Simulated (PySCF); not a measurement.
Metal–ligand bonds in Zn(CH3)1–Y. Isolated molecules, 0 K electronic values unless said otherwise. One relaxed conformer stands for each flexible species; it need not be the lowest. Multiplicities are imposed; where one is given, others were not computed. Strings in code marks are SMILES.

Level of theory: PBE-D3(BJ)/def2-TZVP // PBE-D3(BJ)/def2-SVP in PySCF 2.14.0. All candidates: neutral, multiplicity 2. 

```
Quantity                         Result
-----------------------------  --------
highest occupied spin orbital  -5.97 eV
dipole moment                    2.10 D
```

### Question
Say which member has these values.
A. `C[N]C`
B. `[NH2]`
C. [Zn(CH3)]
D. `C[O]`

### Answer
D, `C[O]`. The others give `[NH2]`: -7.20 eV, 1.92 D; `C[N]C`: -5.56 eV, 1.70 D; [Zn(CH3)]: -4.17 eV, 0.37 D
